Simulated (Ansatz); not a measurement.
## α-N2

These are rVV10 (plane waves, PAW; Ansatz, a first-principles code) values and carry that method's errors.

Run with plane-wave cutoff 520 eV, 6×6×6 k mesh, Fermi–Dirac smearing 0.01 eV, scalar-relativistic PAW data made under PBE.

Cell: relaxed at this level.

| Item | Value |
|---|---|
| equilibrium volume per atom | 20.28 Å³/atom |
| bulk modulus B0 | 3.84 GPa |
| lattice parameter a | 5.453 Å |
| band gap | 7.13 eV (indirect) |
| smallest direct gap on the k points sampled | 7.17 eV |
| pressure derivative B′ of the bulk modulus | 7.4 |

Measured, for comparison: equilibrium volume per atom 22.47 Å³/atom (4 K, zero-point motion not removed; as tabulated in Wyckoff, Crystal Structures 1 (1963), as in the American Mineralogist Crystal …); lattice constant a 5.644 Å (4 K, zero-point motion not removed, our sources range from 5.644 to 5.667; as tabulated in Wyckoff, Crystal Structures 1 (1963), as in the American Mineralogist Crystal …). Computed (rounded) less measured: equilibrium volume per atom -9.7 %, lattice constant a -3.4 % (-3.4 % to -3.8 % over the range).

Note: the bulk modulus comes from volumes at which shape and atoms were relaxed.

Computed values are for the static lattice.

The result took about 3 core-minutes (a rough figure).
